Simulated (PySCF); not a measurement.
## Relaxation of doublet SiOF

Method: UPBE0 in PySCF with Si def2-TZVP, O def2-TZVP, F def2-TZVP; no relativity; density-fitted integrals. A (50,194) grid was used.

A hand-made bent start, of Cs symmetry, held to at least that symmetry:

Coordinates in bohr (charge 0 multiplicity 2):
```
Si   -0.1958    0.0000   -1.0402
O    -2.7345    0.0000    0.7375
F     2.5906    0.0000    0.9108
```

Problem. What forces act on the atoms at the start (eV/Å)?

Solution. 
```
atom     Fx    Fy     Fz
 Si1   0.35  0.00   4.72
  O2   2.60  0.00  -2.27
  F3  -2.94  0.00  -2.45
```

Problem. What does it relax to?

Solution. It ends at Cs with Si–F 1.587 Å, Si–O 1.520 Å; F–Si–O 126.9° (after a last refinement on a finer grid). A frequency run shows a minimum. Other isomers or separated fragments may lie lower.

Problem. How much energy is released, and in how many steps?

Solution. 84.9 kJ/mol in 6 steps.

The relaxation took 6.5 s on 4 threads of a shared Arm Neoverse V1 host, with 99 basis functions and 7 gradients; the process peaked at 0.53 GiB.
